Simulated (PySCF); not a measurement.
Gas-phase reaction: H3SiOH + 2 SiCl3 → 3 SiCl2 + H2O + 2 H

Energies from PySCF (xtb for GFN2), thermal terms from the rigid-rotor harmonic-oscillator model, ideal gas at 1 bar. † marks an energy on the PBE0/def2-TZVP geometry and frequencies; other levels use their own. MP2 and CCSD(T) freeze the core. 6-31G* has spherical d functions here. Open shells (unrestricted): SiCl3 (multiplicity 2), H (multiplicity 2); the rest are closed-shell singlets. GFN2 has no spin-polarisation term. B3LYP is the form with VWN-RPA correlation. H3SiOH: computed as isolated molecules; such fragments, hydroxides, amides, oligomers or adducts are transient or little studied in the gas. MP2 isn't extrapolated to the basis-set limit; its ΔH°(298 K) is 616.9 kJ in def2-SVP and 637.3 kJ in def2-TZVPP. CCSD(T) isn't extrapolated to the basis-set limit; its ΔH°(298 K) is 590.7 kJ in def2-SVP and 622.1 kJ in def2-TZVPP. The harmonic model lacks anharmonicity and excited electronic states, which grow with temperature; levels with a mode under 35 cm⁻¹ are left out. Internal rotation in H3SiOH is treated as a harmonic vibration of one conformer, which makes the entropy rough.

| level | ΔE electronic, kJ | ΔH°(298 K), kJ | ΔS°(298 K), J/K | ΔG°(1800 K), kJ |
|---|---|---|---|---|
| B3LYP/def2-TZVP† | 646 | 613 | 366 | -53 |
| CCSD(T)/def2-TZVPP† | 656 | 622 | 366 | -43 |
| GFN2-xTB | 774 | 742 | 359 | 94 |
| HF/6-31G* | 633 | 596 | 370 | -83 |
| M06-2X/def2-TZVP† | 664 | 630 | 366 | -35 |
| MP2/def2-TZVPP† | 671 | 637 | 366 | -28 |
| PBE/def2-SVP | 627 | 595 | 365 | -67 |
| PBE0/def2-QZVP† | 668 | 634 | 366 | -31 |
| PBE0/def2-TZVP | 673 | 639 | 366 | -26 |
| r2SCAN/def2-TZVP† | 724 | 690 | 366 | 25 |
| LDA/def2-TZVP† | 710 | 676 | 366 | 11 |
ΔH° is lowest at PBE/def2-SVP and highest at GFN2-xTB. No reference value is set beside these.
